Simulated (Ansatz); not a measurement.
## Which isomer of CHBF gives these data?

These gas-phase data were calculated for one isomer of CHBF at B3LYP-D4/def2-TZVP (harmonic, unscaled wavenumbers; equilibrium rotational constants with average atomic masses):

| Item | Value |
| --- | --- |
| rotational constants | 8.631 GHz |
| all wavenumbers above 1500 cm⁻¹ | 3415, 1907 |

Candidates:

(1) `[B]=CF`, a doublet
(2) `[CH]=BF`, a doublet
(3) `B=[C]F`, a doublet

Which candidate do the data belong to? Where the bands don't settle it, estimate the moments of inertia from typical bond lengths.

Candidate (2). No mode falls between 2350 and 2900 cm⁻¹, where the B–H stretch of (3) would stand. The rotational constants decide the rest: (1) would give 91.07, 11.87, 10.5 GHz.

The same quantities for all candidates:

```
     rotational constants (GHz)  wavenumbers above 1500 cm⁻¹  E above the lowest, B3LYP-D4/def2-TZVP (kcal/mol)
(1)          91.07, 11.87, 10.5                   3132, 1539                                               68.9
(2)                       8.631                   3415, 1907                                                0.0
(3)                        9.12                   2887, 1911                                               46.4
```

Each candidate is one conformer. Open shells are spin-unrestricted. Programs: Ansatz 0.2.0.
